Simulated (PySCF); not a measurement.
Compound: phosphorus pentafluoride, PF5.
Geometry (PBE0-D3(BJ)/def2-TZVP, Å), atoms numbered from 1 in this order:
```
atom  x, y, z in Å
F1     1.0946   -0.4319   -1.0670
P2     0.0036   -0.0047   -0.0077
F3     0.7691    1.3088    0.2507
F4     0.3254   -1.2584    0.8298
F5    -1.0817   -0.0677   -1.1011
F6    -1.0875    0.4236    1.0505
```

The closed-shell ground state was solved at several levels (PySCF, density fitting, gas phase, non-relativistic). Geometry: PBE0-D3(BJ)/def2-TZVP; no solvent, vibrations or thermal averaging. The dipole stays under 0.02 D at every level.

| level | basis functions | HOMO (eV) | LUMO (eV) | gap (eV) |
| --- | --- | --- | --- | --- |
| KT3/pcSseg-2 | 223 | -10.22 | -0.94 | 9.28 |
| wB97X-D/aug-cc-pVTZ | 280 | -14.11 | 1.30 | 15.41 |
| wB97X-D/pcSseg-2 | 223 | -14.16 | 2.51 | 16.67 |
| B97-2/pcSseg-2 | 223 | -11.85 | 0.45 | 12.30 |
| PBE0/aug-cc-pVTZ | 280 | -12.16 | -0.34 | 11.82 |
| CAM-B3LYP/aug-cc-pVTZ | 280 | -13.77 | 0.28 | 14.05 |

**Question.** Estimate the row for PBE0/pcSseg-2, a basis of 223 functions; the other rows only guide the guess.

**Answer.** HOMO -12.20 eV, LUMO 0.49 eV, gap 12.69 eV.

**Question.** Over all these levels, which gives the widest orbital gap and which the narrowest?

**Answer.** wB97X-D/pcSseg-2 (range-separated hybrid) has the widest, 16.67 eV, and KT3/pcSseg-2 (GGA) the narrowest, 9.28 eV. The two share the basis. From the narrowest to the widest the HOMO moves by -3.94 eV and the LUMO by +3.45 eV.

**Question.** In the pcSseg-2 basis, how does the gap go with the fixed share of exact exchange?

**Answer.** KT3 (0 %) 9.28 eV; B97-2 (21 %) 12.30 eV; PBE0 (25 %) 12.69 eV. Each rise in the share widens the gap here.
